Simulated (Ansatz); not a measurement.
# CH5BN: the cost of one run

Method: UKS CAM-B3LYP-D4/6-31G*, in Ansatz 0.2.0.

### 1 Starting point

Bond lengths: C1–B2 1.530 Å, B2–N3 1.488 Å, C1–H4 1.091 Å, C1–H5 1.120 Å, C1–H6 1.131 Å, N3–H7 1.068 Å, N3–H8 1.037 Å. Angles: C1–B2–N3 119.0°, B2–C1–H4 111.1°, B2–C1–H5 113.3°, B2–C1–H6 113.6°, H4–C1–H5 104.0°, H4–C1–H6 105.4°, H5–C1–H6 108.8°, B2–N3–H7 110.0°, B2–N3–H8 110.7°, H7–N3–H8 105.0°.

Structure file:

```xyz
8

C    -0.6976    0.7373   -0.4413
B    -0.2904   -0.7068   -0.1428
N     1.0919   -0.9823    0.3357
H    -1.7259    0.7879   -0.8027
H    -0.0979    1.2053   -1.2635
H    -0.6632    1.4134    0.4651
H     1.2501   -0.5161    1.2834
H     1.2249   -1.9958    0.5104
```

### 2 Relaxing end A

The input, input.yaml:

```yaml
crystal:
  periodic: [false, false, false]
  atoms:
    - { symbol: C, position_ang: [-0.6976, 0.7373, -0.4413] }
    - { symbol: B, position_ang: [-0.2904, -0.7068, -0.1428] }
    - { symbol: "N", position_ang: [1.0919, -0.9823, 0.3357] }
    - { symbol: H, position_ang: [-1.7259, 0.7879, -0.8027] }
    - { symbol: H, position_ang: [-0.0979, 1.2053, -1.2635] }
    - { symbol: H, position_ang: [-0.6632, 1.4134, 0.4651] }
    - { symbol: H, position_ang: [1.2501, -0.5161, 1.2834] }
    - { symbol: H, position_ang: [1.2249, -1.9958, 0.5104] }
magnetization:
  spin_polarized: true
  initial_magnetization: 1
basis:
  gaussian: { orbitals: "6-31G*" }
hamiltonian:
  xc: cam_b3lyp
  dispersion: d4
relax:
  f_tol: 0.015
  max_steps: 40
```

Command:

```bash
ansatz run input.yaml --threads 1 --pin off --max-ram 2048MiB --backend cpu --events-out ev --progress --plain --runs-dir out
```

Q: Estimate wall time and peak memory on 1 thread of Arm Neoverse V2, shared host.

About 29 s, with a peak of 0.15 GiB.
